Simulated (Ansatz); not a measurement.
A made-up structure of C2H2B, doublet:

```xyz
5
angstrom
B 1.1031 -1.3235 1.2476
C 0.3936 -0.6577 0.4160
C -0.3077 0.3844 -0.3456
H -0.9013 0.1004 -1.1767
H -0.2219 1.4040 -0.0690
```

It is relaxed with PBE-D4/def2-SVP and then PBE0-D4/def2-TZVP (Ansatz 0.2.0). Atoms count as bonded within 1.22 times the sum of their covalent radii (H–H: 0.88 Å). The end point is not checked to be a true minimum.

Problem. Does its bonding change? (A judgement: the text doesn't fix the answer.)

Solution. The calculation gives: No: no bond forms or breaks.

Where it ends: The first stage lowers the energy by 0.82 eV in 6 steps. It ends as C₂H₂B ([B][C][CH2]):
B1  (1.075, -1.406, 1.197)
C2  (0.391, -0.511, 0.435)
C3  (-0.272, 0.354, -0.303)
H4  (-0.878, 0.045, -1.156)
H5  (-0.250, 1.425, -0.101)
(Å)

Labels in which every atom is bracketed show which atoms are joined, not bond orders.

For scale, one of the runs: PBE0-D4/def2-TZVP relaxation, 105 basis functions, launched by `ansatz run in.yaml --threads 2 --pin off --events-out ev --progress --plain --max-ram 4352MiB`. Hardware: 2 CPU threads of an Arm Neoverse V1, shared host. Wall time about 14 s.
